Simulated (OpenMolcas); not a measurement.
**[C2H3O2]+ (SMILES COC#[O+]) in OpenMolcas**

Wanted: the vertical excitations of [C2H3O2]+.

The calculation is run with OpenMolcas 26.06.

## (1) The system as given

[C2H3O2]+: 7 atoms, total charge +1, spin state singlet. As SMILES, `COC#[O+]`. The coordinates come from a GFN2-xTB relaxation.

Bond lengths: C1–O2 1.448 Å, O2–C3 1.179 Å, C3–O4 1.123 Å, C1–H5 1.093 Å, C1–H6 1.093 Å, C1–H7 1.091 Å. Angles: C1–O2–C3 142.3°, O2–C3–O4 173.0°, O2–C1–H5 107.1°, O2–C1–H6 107.2°, O2–C1–H7 110.7°, H5–C1–H6 109.7°, H5–C1–H7 111.0°, H6–C1–H7 111.0°.

## (2) The run

step11.inp reads:

```
&GATEWAY
  Coord
  7
  angstrom
  C       -0.466520       0.700800      -0.373590
  O       -0.124590      -0.465310       0.413530
  C        0.765360      -1.200910       0.653020
  O        1.525640      -1.966230       0.965250
  H       -1.320410       0.427560      -0.998530
  H       -0.759500       1.488210       0.325360
  H        0.380020       1.015880      -0.985040
  Basis = ANO-L-VDZP
  Group = NoSym
  RICD

&SEWARD

&RASSCF
  FileOrb = $CurrDir/step2.RasOrb
  Spin = 1
  Nactel = 6 0 0
  Inactive = 12
  Ras2 = 6
  CIRoot = 5 5 1
  OrbListing = Nothing
  OrbAppear = Compact

&CASPT2
  Multistate = all
  Frozen = 30
```

On the command line:

```sh
$ export MOLCAS_MEM=1860
$ pymolcas step11.inp > step11.log
```

The program printed:

```text
--- Start Module: gateway ---

                                              &GATEWAY

                       available to each process: 1.9 GB of memory, 1 thread

++    Symmetry information:
      ---------------------

                    Character Table for C1

                             E
                    a        1  x, y, xy, Rz, z, xz, Ry, yz, Rx, I
--

++    Basis set information:
      ----------------------

      Basis set label: C.ANO-L...3S2P1D.

      Electronic valence basis set:
      ------------------
      Associated Effective Charge   6.000000 au
      Associated Actual Charge      6.000000 au
      Nuclear Model: Point charge

      Shell  nPrim  nBasis  Cartesian Spherical Contaminant
         s      14       3        X
         p       9       2        X
         d       4       1                 X

      Basis set label: O.ANO-L...3S2P1D.

      Electronic valence basis set:
      ------------------
      Associated Effective Charge   8.000000 au
      Associated Actual Charge      8.000000 au
      Nuclear Model: Point charge

      Shell  nPrim  nBasis  Cartesian Spherical Contaminant
         s      14       3        X
         p       9       2        X
         d       4       1                 X

      Basis set label: C.ANO-L...3S2P1D.

[... 242 lines left out ...]
      Convergence after  4 iterations
[... 12 lines left out ...]
      conf/sym  111111     Coeff  Weight
[... 16 lines left out ...]
      printout of CI-coefficients larger than  0.05 for root  3
[... 11 lines left out ...]
      energy=    -226.618916
[... 9 lines left out ...]
      conf/sym  111111     Coeff  Weight
[... 15 lines left out ...]
      Natural orbitals and occupation numbers for root  4
[... 13 lines left out ...]
      RASSCF energy for state  5                   -226.56536713
[... 14 lines left out ...]
::    RASSCF root number  3 Total energy:   -226.65660314
[... 31 lines left out ...]
      Dipole Moment (debye):
[... 158 lines left out ...]
      Dipole Moment (debye):
[... 160 lines left out ...]
      Dipole Moment (debye):
[... 50 lines left out ...]
      Average orbitals are written to the RASORB file
      Natural orbitals for root   1 are written to the RASORB.1 file
      Natural orbitals for root   2 are written to the RASORB.2 file
      Natural orbitals for root   3 are written to the RASORB.3 file
      Natural orbitals for root   4 are written to the RASORB.4 file
      Natural orbitals for root   5 are written to the RASORB.5 file
      Spin density orbitals for root   1 are written to the SPDORB.1 file
      Spin density orbitals for root   2 are written to the SPDORB.2 file
      Spin density orbitals for root   3 are written to the SPDORB.3 file
      Spin density orbitals for root   4 are written to the SPDORB.4 file
      Spin density orbitals for root   5 are written to the SPDORB.5 file

--- Stop Module: rasscf /rc=_RC_ALL_IS_WELL_ ---
           step11.LoProp.molden step11.RasOrb step11.RasOrb.1 step11.RasOrb.2 step11.RasOrb.3 step11.RasOrb.4 step11.RasOrb.5 step11.rasscf.h5 step11.SpdOrb.1 step11.SpdOrb.2
           step11.SpdOrb.3 step11.SpdOrb.4 step11.SpdOrb.5 xmldump
--- Module rasscf spent 1 second ---

--- Start Module: caspt2 ---

                                              &CASPT2

                       available to each process: 1.9 GB of memory, 1 thread

 ###############################################################################
 ###    WARNING: User changed nr of frozen orbitals.                         ###
 ###############################################################################
 ###    ERROR: Too many frozen orbitals!                                     ###
 ###############################################################################
--- Stop Module: caspt2 /rc=_RC_INPUT_ERROR_ ---

.####################.
.# User input error #.
.####################.

    Timing: Wall=2.99 User=2.74 System=0.23
```

Run time: 3.3 s. Hardware: 1 thread of Intel Xeon 6975P-C (Granite Rapids), shared host; peak memory 0.079 GiB.

## (3) Reading the log

The job stopped with an error part of the way.

The log says `ERROR: Too many frozen orbitals`. What is wrong: too many or the wrong orbitals are frozen. To mend it: frozen core orbitals default in place of 30.
